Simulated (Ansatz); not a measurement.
# C₂H₃F+ (doublet): energies up the ladder, part 2 of 2

The task, for C₂H₃F+ (doublet): energies up the ladder. Charge +1. Spin multiplicity 2.

Ansatz 0.2.0, Gaussian bases. The steps go on from the part before.

### Step 7. Single point, B3LYP-D4/def2-TZVPP

input.yaml reads:

```yaml
crystal:
  periodic: [false, false, false]
  atoms:
    - { symbol: C, position_ang: [-1.28680538, 0.21525214, -0.05572909] }
    - { symbol: C, position_ang: [0.09622384, 0.45924709, -0.07112718] }
    - { symbol: F, position_ang: [0.89375574, -0.50537234, 0.09511963] }
    - { symbol: H, position_ang: [-1.66014128, -0.79358813, 0.09782642] }
    - { symbol: H, position_ang: [-1.97399532, 1.04273483, -0.19837087] }
    - { symbol: H, position_ang: [0.56133241, 1.4341664, -0.21776891] }
magnetization:
  spin_polarized: true
  initial_magnetization: 1
total_charge: 1
basis:
  gaussian: { orbitals: def2-TZVPP }
hamiltonian:
  xc: { name: B3LYP }
  dispersion: d4
```

Launch:

```sh
> ansatz run input.yaml --threads 4 --pin off --max-ram 10240MiB --backend cpu --events-out ev --progress --plain --runs-dir out
```

Standard output:

```text
Warning: RAYON_NUM_THREADS=4 ignored (pool sized by the plan → 4); use --threads N
Engine: ansatz 0.2.0, x86_64-unknown-linux-gnu
Functional definition: B3LYP
  parameter a0 = 0.2
  parameter ax = 0.72
  parameter ac = 0.81
  exchange = (1 - a0 - ax)*slater_x + ax*b88_x + a0*exact_x
  correlation = (1 - ac)*vwn_rpa_c + ac*lyp_c
693 factors; their error is unknown
mean field evaluation 1: about -4824.3948 eV, gradient 4.5e1 eV
mean field evaluation 2: about -4818.4546 eV, gradient 6.5e1 eV
mean field evaluation 4: about -4830.9240 eV, gradient 1.7e0 eV
mean field evaluation 8: about -4830.9329 eV, gradient 3.4e-1 eV
mean field evaluation 16: about -4830.9333 eV, gradient 3.3e-5 eV
mean field -4830.93325407 eV, -177.5335225628 hartree, gradient 3.3e-5 eV, S^2 0.752198; 0 other end points of the search recorded, 0 dependent functions left out
reference -4830.93344039 eV, -177.5335294099 hartree; 12, 11 occupied and 123, 124 virtual orbitals, 693 factors
Total energy: -4831.00554131 eV, -177.5361790699 hartree
```

It took 0.79 s on 4 threads of Intel Xeon Platinum 8488C (Sapphire Rapids), shared host; peak memory 0.21 GiB.

### Step 8. Single point, wB97M-V/def2-TZVPP

input.yaml: that of step 7 with these lines changed.

```diff
@@ -16,3 +16,2 @@
 hamiltonian:
-  xc: { name: B3LYP }
-  dispersion: d4
+  xc: { name: wB97M-V }
```

Launch:

```sh
> ansatz run input.yaml --threads 4 --pin off --max-ram 10240MiB --backend cpu --events-out ev --progress --plain --runs-dir out
```

Standard output (excerpt; [...] marks lines left out):

```text
Warning: RAYON_NUM_THREADS=4 ignored (pool sized by the plan → 4); use --threads N
[...]
Functional definition: wB97M-V
[...]
  gx(w, u) = 1 - cx + cx01*u + cx10*w
  gss(w, u) = css00 + css04*u^4 + css10*w + css20*w^2 + css43*w^4*u^3
  gos(w, u) = cos00 + cos10*w + (cos20 + cos21*u)*w^2 + (cos60 + cos61*u)*w^6
[...]
      + integral(e_c_pw_mod_opposite_spin*gos(b97_w_opposite, b97_u_opposite)) + vv10(b, c)
693 factors; their error is unknown
168 factors; integrals over basis functions are off by at most 1.0e-5 eV
[...]
mean field -4829.07649835 eV, -177.4652880489 hartree, gradient 2.9e-5 eV, S^2 0.752292; 0 other end points of the search recorded, 0 dependent functions left out
reference -4829.07653121 eV, -177.4652892562 hartree; 12, 11 occupied and 123, 124 virtual orbitals, 693 factors
Total energy: -4829.07653121 eV, -177.4652892562 hartree
```

Run time: 2 s. Hardware: 4 threads of Intel Xeon Platinum 8488C (Sapphire Rapids), shared host; peak memory 0.34 GiB.

### Step 9. Single point, B2PLYP/def2-TZVPP

input.yaml: that of step 8 with these lines changed.

```diff
@@ -16,2 +16,2 @@
 hamiltonian:
-  xc: { name: wB97M-V }
+  xc: { name: B2PLYP }
```

Launch:

```sh
> ansatz run input.yaml --threads 4 --pin off --max-ram 10240MiB --backend cpu --events-out ev --progress --plain --runs-dir out
```

Standard output (excerpt; [...] marks lines left out):

```text
Warning: RAYON_NUM_THREADS=4 ignored (pool sized by the plan → 4); use --threads N
[...]
Functional definition: B2PLYP
[...]
827 factors; integrals over basis functions are off by at most 9.8e-4 eV
[...]
mean field -4822.80338085 eV, -177.2347552326 hartree, gradient 3.4e-6 eV, S^2 0.753619; 0 other end points of the search recorded, 0 dependent functions left out
3 core orbitals not correlated: weight in the atoms' cores, before any rotation towards them, 1.000 or more for the frozen orbitals, at most 0.000 for the correlated occupied ones
reference -4822.80349897 eV, -177.2347595736 hartree; 9, 8 occupied and 123, 124 virtual orbitals, 827 factors
second order -16.97393410 eV of doubles, -0.00000000 eV of singles
Total energy: -4827.38646118 eV, -177.4031803283 hartree
```

Wall time 1.2 s (4 threads of Intel Xeon Platinum 8488C (Sapphire Rapids), shared host); peak memory 0.24 GiB.

### Step 10. Single point, LDA/def2-TZVPP

input.yaml: that of step 9 with these lines changed.

```diff
@@ -16,2 +16,2 @@
 hamiltonian:
-  xc: { name: B2PLYP }
+  xc: lda
```

Launch:

```sh
> ansatz run input.yaml --threads 4 --pin off --max-ram 10240MiB --backend cpu --events-out ev --progress --plain --runs-dir out
```

Standard output:

```text
Warning: RAYON_NUM_THREADS=4 ignored (pool sized by the plan → 4); use --threads N
[... 1 set-up line as earlier in the session ...]
Functional definition: SPW92
  exchange = slater_x
  correlation = pw_c
693 factors; their error is unknown
mean field evaluation 1: about -4784.7603 eV, gradient 4.9e1 eV
mean field evaluation 2: about -4770.8608 eV, gradient 8.4e1 eV
mean field evaluation 4: about -4793.1560 eV, gradient 3.2e0 eV
mean field evaluation 8: about -4793.1813 eV, gradient 3.5e-1 eV
mean field evaluation 16: about -4793.1816 eV, gradient 2.3e-5 eV
mean field -4793.18162032 eV, -176.1461756116 hartree, gradient 2.3e-5 eV, S^2 0.751166; 0 other end points of the search recorded, 0 dependent functions left out
reference -4793.18164667 eV, -176.1461765800 hartree; 12, 11 occupied and 123, 124 virtual orbitals, 693 factors
Total energy: -4793.18164667 eV, -176.1461765800 hartree
```

Run time: 0.69 s. Hardware: 4 threads of Intel Xeon Platinum 8488C (Sapphire Rapids), shared host; peak memory 0.14 GiB.

### Step 11. Single point, PBE0-D4/def2-SVP

input.yaml: that of step 10 with these lines changed.

```diff
@@ -14,4 +14,5 @@
 basis:
-  gaussian: { orbitals: def2-TZVPP }
+  gaussian: { orbitals: def2-SVP }
 hamiltonian:
-  xc: lda
+  xc: pbe0
+  dispersion: d4
```

Launch:

```sh
> ansatz run input.yaml --threads 4 --pin off --max-ram 10240MiB --backend cpu --events-out ev --progress --plain --runs-dir out
```

Standard output:

```text
Warning: RAYON_NUM_THREADS=4 ignored (pool sized by the plan → 4); use --threads N
[... 2 set-up lines as earlier in the session ...]
  parameter a = 0.25
[... 2 set-up lines as earlier in the session ...]
  exchange = (1 - a)*pbe_x(kappa = kappa, mu = beta*pi^2/3) + a*exact_x
[... 1 set-up line as earlier in the session ...]
576 factors; integrals over basis functions are off by at most 1.6e-3 eV
mean field evaluation 1: about -4815.2743 eV, gradient 3.5e1 eV
mean field evaluation 2: about -4811.9750 eV, gradient 5.0e1 eV
mean field evaluation 4: about -4819.7286 eV, gradient 9.1e-1 eV
mean field evaluation 8: about -4819.8986 eV, gradient 2.1e-1 eV
mean field evaluation 16: about -4819.8988 eV, gradient 1.3e-4 eV
mean field -4819.89880610 eV, -177.1280140793 hartree, gradient 2.7e-5 eV, S^2 0.752330; 0 other end points of the search recorded, 0 dependent functions left out
reference -4819.89882084 eV, -177.1280146211 hartree; 12, 11 occupied and 45, 46 virtual orbitals, 576 factors
Total energy: -4819.93532675 eV, -177.1293561885 hartree
```

Run time: 0.49 s. Hardware: 4 threads of Intel Xeon Platinum 8488C (Sapphire Rapids), shared host; peak memory 0.12 GiB.

### Step 12. Single point, PBE-D4/def2-SVP

input.yaml: that of step 11 with these lines changed.

```diff
@@ -16,3 +16,3 @@
 hamiltonian:
-  xc: pbe0
+  xc: pbe
   dispersion: d4
```

Launch:

```sh
> ansatz run input.yaml --threads 4 --pin off --max-ram 10240MiB --backend cpu --events-out ev --progress --plain --runs-dir out
```

Standard output (excerpt; [...] marks lines left out):

```text
Warning: RAYON_NUM_THREADS=4 ignored (pool sized by the plan → 4); use --threads N
[... 6 set-up lines as earlier in the session ...]
638 factors; their error is unknown
mean field evaluation 1: about -4813.2013 eV, gradient 4.1e1 eV
mean field evaluation 2: about -4799.9092 eV, gradient 7.6e1 eV
mean field evaluation 4: about -4819.6894 eV, gradient 2.5e0 eV
mean field evaluation 8: about -4819.6788 eV, gradient 1.6e-1 eV
mean field -4819.67888043 eV, -177.1199319601 hartree, gradient 4.0e-5 eV, S^2 0.751712; 0 other end points of the search recorded, 0 dependent functions left out
reference -4819.67890067 eV, -177.1199327041 hartree; 12, 11 occupied and 45, 46 virtual orbitals, 638 factors
Total energy: -4819.72366187 eV, -177.1215776476 hartree
```

It took 0.47 s on 4 threads of Intel Xeon Platinum 8488C (Sapphire Rapids), shared host; peak memory 0.11 GiB.

### Step 13. Single point, CCSD(T)/def2-TZVPP

input.yaml: that of step 12 with these lines changed.

```diff
@@ -14,5 +14,6 @@
 basis:
-  gaussian: { orbitals: def2-SVP }
-hamiltonian:
-  xc: pbe
-  dispersion: d4
+  gaussian: { orbitals: def2-TZVPP }
+correlation:
+  method: ccsd_t
+scf:
+  omitted_lower_state_checks: [cluster_reference]
```

Launch:

```sh
> ansatz run input.yaml --threads 4 --pin off --max-ram 10240MiB --backend cpu --events-out ev --progress --plain --runs-dir out
```

Standard output (excerpt; [...] marks lines left out):

```text
Warning: RAYON_NUM_THREADS=4 ignored (pool sized by the plan → 4); use --threads N
[...]
Functional definition: HF
[...]
827 factors; integrals over basis functions are off by at most 9.8e-4 eV
[...]
mean field -4806.61164306 eV, -176.6397198441 hartree, gradient 2.9e-6 eV, S^2 0.756166; 0 other end points of the search recorded, 0 dependent functions left out
3 core orbitals not correlated: weight in the atoms' cores, before any rotation towards them, 1.000 or more for the frozen orbitals, at most 0.000 for the correlated occupied ones
reference -4806.61164306 eV, -176.6397198441 hartree; 9, 8 occupied and 123, 124 virtual orbitals, 827 factors
second order -14.08137916 eV of doubles, -0.00000000 eV of singles
cycle   1  -14.34736897 eV  change   -2.7e-1 eV  update   8.7e-2
[...]
cycle  11  -14.77702504 eV  change   -1.2e-5 eV  update   9.8e-6
perturbative correction -0.50124266 eV, -0.0184203281 hartree
Total energy: -4821.88991076 eV, -177.2011858262 hartree
Checks for a lower state left out: cluster_reference
```

Run time: 15 s. Hardware: 4 threads of Intel Xeon Platinum 8488C (Sapphire Rapids), shared host; peak memory 1.7 GiB.

### Step 14. Single point, CCSD(T)/def2-QZVPP

input.yaml: that of step 13 with these lines changed.

```diff
@@ -14,3 +14,3 @@
 basis:
-  gaussian: { orbitals: def2-TZVPP }
+  gaussian: { orbitals: def2-QZVPP.json }
 correlation:
```

Launch:

```sh
> ansatz run input.yaml --threads 4 --pin off --max-ram 10240MiB --backend cpu --events-out ev --progress --plain --runs-dir out
```

Standard output (excerpt; [...] marks lines left out):

```text
Warning: RAYON_NUM_THREADS=4 ignored (pool sized by the plan → 4); use --threads N
[...]
[... 1 set-up line as earlier in the session ...]
[...]
1587 factors; integrals over basis functions are off by at most 6.5e-4 eV
[...]
mean field -4806.82917824 eV, -176.6477141144 hartree, gradient 2.2e-6 eV, S^2 0.756259; 0 other end points of the search recorded, 0 dependent functions left out
3 core orbitals not correlated: weight in the atoms' cores, before any rotation towards them, 1.000 or more for the frozen orbitals, at most 0.000 for the correlated occupied ones
reference -4806.82917824 eV, -176.6477141144 hartree; 9, 8 occupied and 249, 250 virtual orbitals, 1587 factors
second order -15.22391020 eV of doubles, -0.00000000 eV of singles
cycle   1  -15.33458935 eV  change   -1.1e-1 eV  update   8.7e-2
[...]
cycle  11  -15.77055388 eV  change   -7.3e-6 eV  update   9.4e-6
perturbative correction -0.56854397 eV, -0.0208936056 hartree
Total energy: -4823.16827609 eV, -177.2481648854 hartree
Checks for a lower state left out: cluster_reference
```

Wall time 13 min (4 threads of Intel Xeon Platinum 8488C (Sapphire Rapids), shared host); peak memory 5 GiB.

### Step 15. Extrapolation to the basis-set limit

CCSD(T)/CBS estimate, frozen core: CCSD(T) correlation extrapolated, from def2-TZVPP and def2-QZVPP: mean field -4806.8591 eV, total -4823.9840 eV. The exponents are 7.88 (mean field) and 2.97 (correlation).

### Step 16. Geometries side by side

```csv
level,C1–C2 (Å),C2–F3 (Å),rotational constants (MHz),highest frequency (cm⁻¹),CPU time
PBE0-D4/def2-TZVPP,1.4045,1.2626,"61876, 10959, 9309.7",3274,19 s
```

Constants are for the commonest isotopes at the equilibrium geometry; times are CPU times of the relaxations.

### Step 17. Total energies

```csv
level,energy (eV),CPU time
PBE-D4/def2-TZVPP,-4825.4157,3.2 s
r2SCAN-D4/def2-TZVPP,-4828.4410,3.6 s
B3LYP-D4/def2-TZVPP,-4831.0055,2.6 s
wB97M-V/def2-TZVPP,-4829.0765,7.2 s
B2PLYP/def2-TZVPP,-4827.3865,4 s
LDA/def2-TZVPP,-4793.1816,1.9 s
PBE0-D4/def2-SVP,-4819.9353,1.4 s
PBE-D4/def2-SVP,-4819.7237,1.3 s
CCSD(T)/def2-TZVPP,-4821.8899,54 s
CCSD(T)/def2-QZVPP,-4823.1683,51 min
CCSD(T)/CBS,-4823.9840,-
```

### Step 18. Results

The summary covers parts 1 to 2.

| quantity | value |
| --- | --- |
| C1–C2 at PBE0-D4/def2-TZVPP | 1.404 Å |
| C2–F3 at PBE0-D4/def2-TZVPP | 1.263 Å |
| frequencies at PBE0-D4/def2-TZVPP | 387 to 3274 cm⁻¹ |
| energy at CCSD(T)/CBS | -4823.984 eV |

What this shows: No mode is imaginary, so the geometry is a minimum. These totals serve in differences with atoms or fragments at the same level; alone they don't rank the methods.
